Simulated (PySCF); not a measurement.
C4H7O (doublet state).
Geometry (PBE0-D3(BJ)/def2-SVP, Å), atoms numbered from 1 in this order:
```xyz
12
C4H7O angstrom
C      2.4928    0.6368    0.0788
C      1.4280   -0.1657    0.0649
O      0.1655    0.3089    0.0943
C     -0.8745   -0.5662    0.1045
C     -2.2121    0.0476   -0.0169
H      2.3769    1.7215    0.1203
H      3.4941    0.2079    0.0488
H      1.5139   -1.2593    0.0298
H     -0.6579   -1.5779   -0.2593
H     -2.3374    0.8623    0.7147
H     -2.9944   -0.7030    0.1643
H     -2.3926    0.4856   -1.0197
```

The hyperfine couplings belong to this conformer and change with its torsions.

The species is `[CH](OC=C)C` [radical].

Computed with UKS B3LYP, IGLO-III on C O, pcH-1 on H, non-relativistic, mean-field spin-orbit, GIAO (PySCF). The structure is a single PBE0-D3(BJ)/def2-SVP conformer in the gas phase; no vibrational or solvent corrections. Stability of the SCF solution: not tested.

Task: Match the computed a_iso(13C) values +149.1, -21.4, -5.9, +5.2 MHz with the sites C1; C2; C4; C5.

Result: 
```tsv
site	a_iso (MHz)	ρ(0) (bohr⁻³)	position	distance from C4 (Å)	spin population	largest |T| (MHz)
C1	+5.2	+0.0046	3 bonds from C4	3.58	+0.08	11.3
C2	-5.9	-0.0053	2 bonds from C4	2.34	-0.05	5.8
C4	+149.1	+0.1326	largest spin population	0.00	+0.93	146.9
C5	-21.4	-0.0191	1 bond from C4	1.48	-0.08	3.4
```

ρ(0) is the spin density at the nucleus and T the dipolar tensor; entries for several nuclei are means. Largest spin populations (Mulliken): C4 (+0.93), C1 (+0.08), C5 (-0.08) and H12 (+0.07). No atom but C4 exceeds +0.15. The angles at C4 add up to 353.6°, so it is slightly pyramidal.

Examples of negative spin density at the nucleus (bohr⁻³): C5 (-0.0191), H9 (-0.0077) and C2 (-0.0053).

Nuclei that the bonding pattern makes equivalent are averaged, as if the motion that swaps them (rotation, inversion, ring flip) were fast. The three 1H nuclei of mean +66.6 MHz run from 11.9 to 134.3 MHz in the frozen geometry.

The run took 41 s on one thread, x86-64 server (shared host).
